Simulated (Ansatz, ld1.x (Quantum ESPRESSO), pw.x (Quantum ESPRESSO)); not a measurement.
From atom to crystal: TM potential for rhodium (Rh)

ld1.x (Quantum ESPRESSO) 7.5 input, shortened:

```
&input
   title='Rh', zed=45., rel=1, dft='PBE', iswitch=3,
   config='[Kr] 4d8 4f-2 5s1 5p0'
 /
 &inputp
   pseudotype=2, tm=.true., lloc=0,
   nlcc=.true., new_core_ps=.true., rcore=1.45
 /
4
5P  2  1   0.00   0.00  2.85  2.85  0.0
4D  3  2   8.00   0.00  1.75  1.75  0.0
4F  4  3  -2.00   0.15  2.65  2.65  0.0
5S  1  0   1.00   0.00  2.60  2.60  0.0
 &test
   configts(1)='4d8 5s1 5p0'
 /
```

Crystal test: fcc Rh in pw.x 7.5, no spin, 15³ k-points, Fermi–Dirac smearing 0.01 Ry, cutoffs 85/340 Ry. The reference is all-electron LAPW (Ansatz 0.2.0) with the same functional, mesh and smearing; V0 and B0 come from Birch–Murnaghan fits to the pressures at five volumes. Errors are pseudo minus all-electron; Δ is the rms difference of the E(V) curves that follow from these fits, minima aligned, over ±6 % about the mean V0. Mesh and smearing are coarse, so the numbers serve the comparison and aren't converged zero-temperature values; the lattice is a test structure that the element need not adopt.

All-electron: a0 = 3.834 Å (V0 = 14.09 Å³/atom), B0 = 252.3 GPa.

Q: How far does the potential miss the all-electron equation of state?

A: mean pressure error (GPa): +4.71; a0 (Å): 3.858; a0 error (%): +0.62; B0 error (%): -4.0; Δ (meV/atom): 14.3. The largest radius (2.85 bohr) exceeds half the bond length (2.56 bohr), so the spheres overlap, which is one possible source of error among others. This is a poor potential for the solid.

```csv
V (Å³/atom),P all-electron (GPa),P pseudo (GPa)
13.416,13.98,19.43
13.769,6.11,11.16
14.122,-0.63,4.05
14.475,-6.40,-2.05
14.828,-11.32,-7.28
```

Q: At the middle volume, how do free energy and pressure move when the wave cutoff is lowered (ecutrho kept at four times it)?

A:

| cutoff (Ry) | shift of F (meV/atom) | shift of P (GPa) |
| --- | --- | --- |
| 38 | +2779.1 | -151.31 |
| 51 | +152.4 | -15.11 |
| 68 | +5.8 | +0.32 |

The run at the middle volume (120 k-points, 7 iterations) took about 16 s on one core of a shared host (Neoverse-V1, 32 threads, 247 GiB, load 18).
